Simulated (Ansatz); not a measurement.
H2Si–C, triplet: reading a ladder of total energies

Geometry: a point of a stretch scan, not a stationary point.

```tsv
atom	x (Å)	y (Å)	z (Å)
Si	0.0000	-0.0029	0.4754
C	0.0000	-0.0029	-1.3448
H	0.0000	1.3304	1.4321
H	0.0000	-1.2154	1.3454
```

Basis cc-pVDZ; Ansatz 0.2.0. Only valence electrons are correlated (noble-gas cores frozen), which leaves 10 electrons in 36 orbitals. Prefix R: restricted or restricted open-shell reference.

Full CI isn't at hand for all of this; RCCSDT(Q) serves as the reference, and is uncertain by about the last step of the cluster series.

The cluster runs stand on a determinant 0.41 eV above the lowest RHF solution, chosen by trial CCSD; the correlation energy below is counted from it.

Runs differ by some tens of microhartree through their thresholds and, for an open shell, their frozen cores, so steps under 0.03 kcal/mol mean nothing.

```tsv
level	total energy (hartree)
RHF determinant under the cluster runs	-327.739823
RMP2	-327.928398
RCCSD	-327.969806
RCCSD(T)	-327.979803
RCCSDT	-327.981855
RCCSDT(Q)	-327.982777
```

Problem. What is the correlation energy at RCCSDT(Q), and what share of it do RMP2 and RCCSD recover?

Solution. E(corr) = -327.982777 − (-327.739823) = -0.242954 hartree = -6.611 eV. RMP2: -0.188575 / -0.242954 = 77.62 %. RCCSD: -0.229983 / -0.242954 = 94.66 %.

Problem. By how many kcal/mol does RCCSD(T) miss RCCSDT(Q) (1 hartree = 627.509 kcal/mol), and which steps make up the rest?

Solution. -327.979803 − (-327.982777) = 0.002974 hartree = 1.87 kcal/mol. Steps: RCCSDT − RCCSD(T) = -1.29, RCCSDT(Q) − RCCSDT = -0.58 kcal/mol. With more than one leading determinant such errors change with state and geometry, and needn't cancel in differences.
